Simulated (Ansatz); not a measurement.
Input file:

```yaml
crystal:
  periodic: [false, false, false]
  atoms:
    - {symbol: B, position_ang: [0.000000, -0.103742, 0.739445]}
    - {symbol: Al, position_ang: [0.000000, -0.009830, -2.655256]}
    - {symbol: H, position_ang: [0.000000, 0.113573, 1.915810]}
basis:
  gaussian: {orbitals: 6-31G}
magnetization: {spin_polarized: false, initial_magnetization: 1}
correlation: {method: fic_mrcisd_q, electrons: outside_noble_gas, active_space: {window: {electrons: 7, orbitals: 9}, shells: [{species: Al, l: s, shell: 3}, {species: Al, l: p, shell: 3}, {species: B, l: s, shell: 2}, {species: B, l: p, shell: 2}, {species: H, l: s, shell: 1}]}}
```

```sh
$ ansatz run in.yaml --threads 1 --pin off --events-out ev --progress --plain --max-ram 2393MiB
```

Log:

```
493 factors; integrals over basis functions are off by at most 1.1e-7 eV
mean field evaluation 1: about -7263.7301 eV, gradient 6.9e0 eV
mean field evaluation 2: about -7263.7286 eV, gradient 6.9e0 eV
mean field evaluation 4: about -7264.4885 eV, gradient 1.8e0 eV
mean field evaluation 8: about -7264.6952 eV, gradient 1.1e-1 eV
mean field evaluation 16: about -7253.0975 eV, gradient 2.0e1 eV
mean field evaluation 32: about -7256.6225 eV, gradient 1.6e1 eV
mean field evaluation 64: about -7259.4863 eV, gradient 2.2e-3 eV
mean field evaluation 96: about -7264.6973 eV, gradient 3.2e-2 eV
mean field evaluation 128: about -7264.6934 eV, gradient 3.0e-6 eV
mean field evaluation 160: about -7264.6934 eV, gradient 1.4e-3 eV
mean field evaluation 192: about -7264.6970 eV, gradient 2.6e-6 eV
mean field -7264.69697671 eV, -266.9726897057 hartree, gradient 2.6e-6 eV, S^2 0.750000; 14 other end points of the search recorded, 0 dependent functions left out
reference -7264.69697671 eV, -266.9726897057 hartree; 10, 9 occupied and 14, 15 virtual orbitals, 493 factors
state -7266.66194322 eV, -267.0449008931 hartree
contracted CI cycle   1: correlation 0.00000000 eV, 0.0000000000 hartree, residual 4.85e0 eV
contracted CI cycle   2: correlation -0.61353552 eV, -0.0225470145 hartree, residual 1.24e0 eV
contracted CI cycle   3: correlation -0.64994943 eV, -0.0238852009 hartree, residual 2.90e-1 eV
contracted CI cycle   4: correlation -0.65197511 eV, -0.0239596432 hartree, residual 8.06e-2 eV
contracted CI cycle   5: correlation -0.65211557 eV, -0.0239648051 hartree, residual 1.98e-2 eV
contracted CI cycle   6: correlation -0.65212446 eV, -0.0239651319 hartree, residual 5.55e-3 eV
contracted CI cycle   7: correlation -0.65212513 eV, -0.0239651564 hartree, residual 1.46e-3 eV
contracted CI cycle   8: correlation -0.65212517 eV, -0.0239651581 hartree, residual 4.08e-4 eV
state -7266.66194322 eV, -267.0449008931 hartree; corrected -7267.32859310 eV, -267.0693998242 hartree
Total energy: -7267.32859310 eV, -267.0693998242 hartree
Checks for a lower state left out: starts, orbital_swaps
```

For the same geometry and basis full CI lies 11.4 meV lower.

Ran on 1 thread of Arm Neoverse V2, shared host: 3.7 s wall, 0.31 GiB peak host memory.
